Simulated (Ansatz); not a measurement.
Al2B⁺. The state is a quintet with charge 1. Geometry r2SCAN-D4/def2-TZVP; atoms count from 1.

```tsv
atom	x (Å)	y (Å)	z (Å)
B1	0.004	-0.001	0.003
Al2	0.728	1.751	-0.675
Al3	-0.732	-1.751	0.672
```

At PBE0-D4/def2-TZVP a triplet of charge 1 lies 0.10 eV below the quintet, each at its own geometry. The structure comes from a short search, and lower isomers may exist.

Problem. Estimate the Mulliken populations from the PBE0/def2-TZVP orbitals of Ansatz.

Solution. 
```tsv
atom	charge (e)	spin (α − β)
B1	-0.15	1.77
Al2	0.57	1.12
Al3	0.57	1.12
```
Mulliken values and Mayer orders depend strongly on the basis.

Problem. Where does the spin sit?

Solution. Summed by element: B 1.77, Al 2.23, of 4 unpaired in all. Largest on single atoms: B1 1.77, Al2 1.12, Al3 1.12.

Problem. And the Mayer bond orders between bonded heavy atoms (over 0.3)?

Solution. B1–Al2 1.15 (2.01 Å); B1–Al3 1.15 (2.01 Å).
